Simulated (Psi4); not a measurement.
# CCSD/def2-TZVPP run of BH3F− (SMILES [BH3-]F)

Aim: the energy change on altering one bond length of BH3F− at CCSD/def2-TZVPP, from 2 runs. 

The results are computed with Psi4 1.11.

1 further run of the same task is left out (set aside as unsound or not needed).

## (1) The structure to begin with

BH3F− has 5 atoms, charge -1, and is taken as a singlet. SMILES: `[BH3-]F`. The coordinates come from a GFN2-xTB relaxation.

Bond lengths: B1–F2 1.447 Å, B1–H3 1.227 Å, B1–H4 1.228 Å, B1–H5 1.228 Å. Angles: F2–B1–H3 108.4°, F2–B1–H4 108.4°, F2–B1–H5 108.4°, H3–B1–H4 110.7°, H3–B1–H5 110.5°, H4–B1–H5 110.5°.

## (2) A single-point energy at CCSD/def2-TZVPP

File bfh3.py:

```python
import psi4

psi4.set_memory('1600 MB')
psi4.set_num_threads(1)
psi4.set_output_file('psi4.out', False)

geom = psi4.geometry("""
-1 1
B
F 1 1.446993
H 1 1.22729 2 108.36574
H 1 1.227822 3 110.65626 2 118.68033
H 1 1.228178 3 110.52556 4 122.71396
symmetry c1
no_reorient
no_com
""")

psi4.set_options({
    'basis': 'def2-TZVPP',
    'reference': 'rhf',
    'puream': True,
    'e_convergence': 1e-09,
    'd_convergence': 1e-08,
    'scf_type': 'pk',
    'num_frozen_docc': 2,
})

e_tot, wfn = psi4.energy("ccsd", return_wfn=True)
print(f'ccsd energy: {e_tot:.10f} Eh')
```

Command:

```sh
$ python bfh3.py
```

psi4.out:

```text
[...]
  Running in c1 symmetry.
[...]
  Nuclear repulsion =   30.284621682630863
[...]
  Multiplicity = 1
[...]
  Nalpha       = 9
  Nbeta        = 9
[...]
    Number of basis functions: 104
[...]
   @RHF iter   1:  -125.88395991531470   -8.52800e-01   3.61035e-03 ADIIS/DIIS
[...]
   @RHF iter  10:  -125.95339202229275   -2.07478e-12   1.99077e-09 DIIS
[...]
    Orbital Energies [Eh]
    ---------------------
    Doubly Occupied:
       1A    -25.987501     2A     -7.337022     3A     -1.284540
       4A     -0.492994     5A     -0.382889     6A     -0.382831
       7A     -0.342398     8A     -0.185711     9A     -0.185314
[...]
  @RHF Final Energy:  -125.95339202229275
   => Energetics <=
    Nuclear Repulsion Energy =             30.2846216826308634
    One-Electron Energy =                -239.3136303676167529
    Two-Electron Energy =                  83.0756166626931360
    Total Energy =                       -125.9533920222927463
[...]
 Multipole Moments:
 ------------------------------------------------------------------------------------
     Multipole            Electronic (a.u.)      Nuclear  (a.u.)        Total (a.u.)
 ------------------------------------------------------------------------------------
 L = 1.  Multiply by 2.5417464519 to convert [e a0] to [Debye]
 Dipole X            :         -0.0027060            0.0017052           -0.0010009
 Dipole Y            :          0.0035479           -0.0020258            0.0015221
 Dipole Z            :          4.0857815           -3.1823813            0.9034002
 Magnitude           :                                                    0.9034020
[...]
      * MP2 total energy                      = -126.355306680828349
[...]
      * CCSD total energy                     = -126.373954929172186
```

Standard output:

```text
ccsd energy: -126.3739549292 Eh
```

It took 20 s on 1 thread of Intel Xeon 6975P-C (Granite Rapids), shared host; peak memory 1.4 GiB.

## (3) The distorted shape at the same level

File bfh3_ase.py:

```python
import numpy as np
from ase.calculators.psi4 import Psi4
from ase import Atoms

mol = Atoms(['B', 'F', 'H', 'H', 'H'], positions=[
    [-0.119424, -0.127679, 0.014071],
    [0.771876, -0.874869, 0.874931],
    [-1.151014, 0.107251, 0.636061],
    [-0.358234, -0.808249, -0.979579],
    [0.522090, 1.075700, -0.353640],
])
calc = Psi4(atoms=mol, method='ccsd', basis='def2-TZVPP', memory='1600MB', num_threads=1, charge=-1, multiplicity=1, label='psi4-calc')
calc.psi4.set_options({'puream': True, 'e_convergence': 1e-09, 'd_convergence': 1e-08, 'scf_type': 'pk', 'num_frozen_docc': 2})
mol.calc = calc

print(f'energy: {mol.get_potential_energy():.6f} eV')
```

Command:

```sh
$ python bfh3_ase.py
```

psi4-calc.dat:

```text
[...]
  Running in c1 symmetry.
[...]
  Nuclear repulsion =   29.828743603607020
[...]
  Multiplicity = 1
[...]
  Nalpha       = 9
  Nbeta        = 9
[...]
    Number of basis functions: 104
[...]
   @RHF iter   1:  -125.87972978464985   -9.00560e-01   3.54474e-03 ADIIS/DIIS
[...]
   @RHF iter  10:  -125.94693126474723   -5.40012e-12   2.55143e-09 DIIS
[...]
    Orbital Energies [Eh]
    ---------------------
    Doubly Occupied:
       1A    -25.997718     2A     -7.364347     3A     -1.293875
       4A     -0.495330     5A     -0.392229     6A     -0.388300
       7A     -0.342502     8A     -0.195420     9A     -0.170622
[...]
  @RHF Final Energy:  -125.94693126474723
   => Energetics <=
    Nuclear Repulsion Energy =             29.8287436036070197
    One-Electron Energy =                -238.2706618139717705
    Two-Electron Energy =                  82.4949869456175122
    Total Energy =                       -125.9469312647472350
[...]
 Multipole Moments:
 ------------------------------------------------------------------------------------
     Multipole            Electronic (a.u.)      Nuclear  (a.u.)        Total (a.u.)
 ------------------------------------------------------------------------------------
 L = 1.  Multiply by 2.5417464519 to convert [e a0] to [Debye]
 Dipole X            :          2.3062628           -1.8820831            0.4241797
 Dipole Y            :         -2.4906688            1.7874584           -0.7032104
 Dipole Z            :          2.5455621           -1.9378310            0.6077311
 Magnitude           :                                                    1.0216508
[...]
      * MP2 total energy                      = -126.348024296036897
[...]
      * CCSD total energy                     = -126.367272967085498
```

Standard output:

```text
energy: -3438.628646 eV
```

Run time: 21 s. Hardware: 1 thread of Intel Xeon 6975P-C (Granite Rapids), shared host; peak memory 1.4 GiB.

## (4) Results

At CCSD/def2-TZVPP, 2 core orbitals frozen:

```
                                                              quantity          value
                                             first shape: total energy  -126.37395 Eh
                      first shape: HOMO energy (Hartree–Fock orbitals)       -5.04 eV
                      first shape: LUMO energy (Hartree–Fock orbitals)        8.89 eV
    first shape: HOMO–LUMO gap (to an unbound level, set by the basis)       13.93 eV
              first shape: correlation energy (2 core orbitals frozen)     -420.6 mEh
                                            first shape: T1 diagnostic          0.010
                                         distorted shape: total energy  -126.36727 Eh
                  distorted shape: HOMO energy (Hartree–Fock orbitals)       -4.64 eV
                  distorted shape: LUMO energy (Hartree–Fock orbitals)        8.99 eV
distorted shape: HOMO–LUMO gap (to an unbound level, set by the basis)       13.63 eV
          distorted shape: correlation energy (2 core orbitals frozen)     -420.3 mEh
                                        distorted shape: T1 diagnostic          0.011
     energy change with the B1–H5 bond stretched from 1.228 to 1.412 Å       0.182 eV
```

**Reading.** With the B1–H5 bond stretched from 1.228 to 1.412 Å the energy rises by 0.18 eV (4.2 kcal/mol). The first shape isn't relaxed at this level, so the change isn't measured from a minimum.
